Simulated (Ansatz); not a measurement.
Born–Oppenheimer molecular dynamics of H4Si (5 atoms, charge 0, multiplicity 1). It goes on from the last frame of an earlier run, with new velocities.

Theory: RKS PBE0-D4/def2-SVP in Ansatz.

* ensemble: NVT, Nosé–Hoover chain
* time step: 0.25 fs
* steps asked: 150
* set temperature: 700 K
* thermostat: time constant 50 fs, chain length 3
* seed: 740975

Frames 2.5 fs apart, positions in Å.

Velocities at 0 fs (Å/ps):

```
Si -0.33 0.62 1.60
H 2.89 20.19 -0.08
H -10.63 -3.81 -19.87
H 6.20 -55.16 -22.41
H 10.77 21.61 -2.36
```

```xyz
5
Properties=species:S:1:pos:R:3 time_fs=0 energy_less_start_eV=0.000 T=700
Si -0.152 -1.397 1.383
H -0.728 -2.298 2.501
H 1.243 -1.688 1.878
H -0.601 0.065 1.618
H -0.205 -1.666 -0.188
5
Properties=species:S:1:pos:R:3 time_fs=2.5 energy_less_start_eV=-0.020 T=752
Si -0.153 -1.396 1.387
H -0.740 -2.243 2.471
H 1.227 -1.682 1.817
H -0.582 -0.074 1.564
H -0.187 -1.617 -0.149
5
Properties=species:S:1:pos:R:3 time_fs=5 energy_less_start_eV=-0.026 T=768
Si -0.151 -1.398 1.390
H -0.799 -2.204 2.407
H 1.250 -1.649 1.746
H -0.589 -0.106 1.532
H -0.191 -1.592 -0.054
5
Properties=species:S:1:pos:R:3 time_fs=7.5 energy_less_start_eV=-0.238 T=1311
Si -0.146 -1.403 1.392
H -0.909 -2.206 2.344
H 1.310 -1.597 1.681
H -0.631 0.009 1.531
H -0.222 -1.608 0.004
5
Properties=species:S:1:pos:R:3 time_fs=10 energy_less_start_eV=-0.208 T=1226
Si -0.141 -1.407 1.397
H -1.043 -2.241 2.283
H 1.368 -1.532 1.631
H -0.660 0.132 1.545
H -0.282 -1.670 -0.034
5
Properties=species:S:1:pos:R:3 time_fs=12.5 energy_less_start_eV=-0.055 T=823
Si -0.135 -1.406 1.403
H -1.151 -2.274 2.207
H 1.385 -1.465 1.597
H -0.647 0.162 1.562
H -0.359 -1.754 -0.103
5
Properties=species:S:1:pos:R:3 time_fs=15 energy_less_start_eV=-0.083 T=888
Si -0.132 -1.402 1.407
H -1.195 -2.282 2.116
H 1.357 -1.409 1.585
H -0.593 0.082 1.573
H -0.428 -1.828 -0.118
5
Properties=species:S:1:pos:R:3 time_fs=17.5 energy_less_start_eV=-0.049 T=788
Si -0.132 -1.397 1.407
H -1.174 -2.269 2.033
H 1.315 -1.378 1.597
H -0.522 -0.049 1.582
H -0.470 -1.871 -0.054
5
Properties=species:S:1:pos:R:3 time_fs=20 energy_less_start_eV=0.081 T=448
Si -0.135 -1.396 1.402
H -1.119 -2.263 1.995
H 1.301 -1.383 1.636
H -0.485 -0.089 1.601
H -0.479 -1.879 0.052
5
Properties=species:S:1:pos:R:3 time_fs=22.5 energy_less_start_eV=-0.118 T=952
Si -0.137 -1.397 1.395
H -1.074 -2.296 2.038
H 1.324 -1.424 1.696
H -0.502 0.019 1.637
H -0.466 -1.870 0.112
5
Properties=species:S:1:pos:R:3 time_fs=25 energy_less_start_eV=-0.196 T=1138
Si -0.138 -1.397 1.389
H -1.036 -2.355 2.151
H 1.344 -1.493 1.762
H -0.536 0.143 1.667
H -0.448 -1.865 0.056
5
Properties=species:S:1:pos:R:3 time_fs=27.5 energy_less_start_eV=-0.136 T=966
Si -0.140 -1.395 1.387
H -0.977 -2.389 2.281
H 1.327 -1.571 1.815
H -0.558 0.174 1.674
H -0.420 -1.853 -0.061
```

Of the whole run (38 fs, mean temperature of the second half 849 K): The conserved energy stayed within 0.069 meV per atom of its start (net change -0.025 meV per atom), so the integration is sound. The mean temperature of the second half is 21 % above the set value. A run of 0.037 ps of so small a system gives no equilibrium averages.

The run took 65 s on 1 thread of Arm Neoverse V2, on a shared host, peak memory 0.077 GiB.
